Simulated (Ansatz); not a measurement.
# ClH₃OSi (built from SMILES O.[SiH]Cl): one structure at several levels

Aim: energy, forces and dipole at a displaced guess of a reacting structure, from CCSD(T) and from density functionals.

Method: single points in def2-TZVPP; program: Ansatz 0.2.0, Gaussian basis.

Correlated methods freeze the cores. B3LYP uses VWN-RPA correlation.

**1. The starting structure**

6 atoms, charge 0, spin multiplicity 1.

Atoms are counted from 1 here; the program's logs count them from 0.

Bond lengths: Si1–Cl2 2.005 Å, Si1–H3 1.577 Å, Si1–H5 1.463 Å, O4–H6 1.030 Å. Angles: Cl2–Si1–H3 115.2°, Cl2–Si1–H5 101.3°, H3–Si1–H5 125.7°.

Geometry (Å):

```xyz
6

Si   -0.4578    0.6077    0.5845
Cl    0.3794    2.0187   -0.5688
H     0.4641   -0.6296    0.9092
O     0.3487   -1.2889   -0.1707
H    -1.8068    0.5428    0.0232
H     1.1680   -1.1982   -0.7880
```

**2. CCSD(T)/def2-TZVPP**

Input file run/in.yaml:

```yaml
crystal:
  periodic: [false, false, false]
  atoms:
    - {symbol: Si, position_ang: [-0.457800, 0.607700, 0.584500]}
    - {symbol: Cl, position_ang: [0.379400, 2.018700, -0.568800]}
    - {symbol: H, position_ang: [0.464100, -0.629600, 0.909200]}
    - {symbol: O, position_ang: [0.348700, -1.288900, -0.170700]}
    - {symbol: H, position_ang: [-1.806800, 0.542800, 0.023200]}
    - {symbol: H, position_ang: [1.168000, -1.198200, -0.788000]}
basis:
  gaussian: {orbitals: def2-TZVPP}
correlation: {method: ccsd_t}
output: {forces: true}
```

The command line of these runs was not kept.

**3. PBE0-D4/def2-TZVPP**

Changes to run/in.yaml since step 2:

```diff
@@ -11,3 +11,3 @@
   gaussian: {orbitals: def2-TZVPP}
-correlation: {method: ccsd_t}
-output: {forces: true}
+hamiltonian: {xc: pbe0, dispersion: d4}
+output: {forces: true, orbitals: {seedname: orbitals}}
```

**4. wB97M-V/def2-TZVPP**

Changes to run/in.yaml since step 3:

```diff
@@ -11,3 +11,3 @@
   gaussian: {orbitals: def2-TZVPP}
-hamiltonian: {xc: pbe0, dispersion: d4}
-output: {forces: true, orbitals: {seedname: orbitals}}
+hamiltonian: {xc: {name: wB97M-V}}
+output: {forces: true}
```

**5. r2SCAN-D4/def2-TZVPP**

Changes to run/in.yaml since step 4:

```diff
@@ -11,3 +11,3 @@
   gaussian: {orbitals: def2-TZVPP}
-hamiltonian: {xc: {name: wB97M-V}}
+hamiltonian: {xc: r2scan, dispersion: d4}
 output: {forces: true}
```

**6. PBE-D4/def2-TZVPP**

Changes to run/in.yaml since step 5:

```diff
@@ -11,3 +11,3 @@
   gaussian: {orbitals: def2-TZVPP}
-hamiltonian: {xc: r2scan, dispersion: d4}
+hamiltonian: {xc: pbe, dispersion: d4}
 output: {forces: true}
```

**7. LC-wPBE/def2-TZVPP**

Changes to run/in.yaml since step 6:

```diff
@@ -11,3 +11,3 @@
   gaussian: {orbitals: def2-TZVPP}
-hamiltonian: {xc: pbe, dispersion: d4}
+hamiltonian: {xc: {name: LC-wPBE}}
 output: {forces: true}
```

**8. B3LYP-D4/def2-TZVPP**

Changes to run/in.yaml since step 7:

```diff
@@ -11,3 +11,3 @@
   gaussian: {orbitals: def2-TZVPP}
-hamiltonian: {xc: {name: LC-wPBE}}
+hamiltonian: {xc: {name: B3LYP}, dispersion: d4}
 output: {forces: true}
```

(Steps that only read results are left out.)

**Question.** What will these runs give? Wanted: energy less free atoms, CCSD(T)/def2-TZVPP; RMS force component; RMS force error; HOMO and LUMO, PBE0-D4; T1 diagnostic.

As calculated:

```
                                  quantity                                                                                            value
energy less free atoms, CCSD(T)/def2-TZVPP                                                                                  -375.5 kcal/mol
                       RMS force component                                                             0.829 to 1.019 eV/Å over the methods
                           RMS force error  PBE0-D4 0.098, wB97M-V 0.138, r2SCAN-D4 0.102, PBE-D4 0.214, LC-wPBE 0.213, B3LYP-D4 0.072 eV/Å
                    HOMO and LUMO, PBE0-D4                                                                               -6.76 and -1.92 eV
                             T1 diagnostic                                                                                            0.016
```

What this shows: Against CCSD(T) the functionals' energies less atoms differ by -26.7 to -2.9 kcal/mol, PBE-D4 by -26.7 kcal/mol. The reference is not at the basis limit: in triple zeta CCSD(T) underbinds, which counts against methods that bind more; the gaps are no ranking. The forces of B3LYP-D4 come nearest to CCSD(T), those of PBE-D4 are farthest. Frozen-core CCSD(T) forces in triple zeta carry basis errors of their own, and this is one geometry, so small gaps rank nothing. The restricted Hartree–Fock reference is unstable towards an unrestricted one at one or more of these structures.
